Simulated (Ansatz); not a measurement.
A calculation on rock-salt NaF returned elastic constant C11 120 GPa, elastic constant C44 29.3 GPa, Voigt–Reuss–Hill shear modulus 36.0 GPa.

For reference: elastic constant C11 108 GPa (measured, 4 K, no zero-point or thermal correction; as tabulated in X. Wang et al., RSC Advances (2016)); elastic constant C44 29.0 GPa (measured, 4 K, not corrected to a static lattice; as tabulated in X. Wang et al., RSC Advances (2016)).

Q: Which level of theory produced these numbers?
A. Hartree–Fock (Ansatz, a program for electronic structure)
B. r²SCANh (Ansatz)
C. PBE0 (Ansatz)
D. B3LYP (VWN-RPA form) (Ansatz)

A: B, r²SCANh (Ansatz)

The others give: B3LYP (VWN-RPA form) 101 GPa, 29.2 GPa, 32.6 GPa; Hartree–Fock 105 GPa, 31.7 GPa, 35.0 GPa; PBE0 101 GPa, 28.9 GPa, 32.6 GPa.

Unless a cell is named, each level is at its own relaxed cell (B3LYP (VWN-RPA form) 12.54, Hartree–Fock 12.33, PBE0 12.46, r²SCANh 12.03 Å³/atom).

Ansatz's density-functional and Hartree–Fock values are scalar-relativistic unless marked +SOC, with PAW data made under PBE.
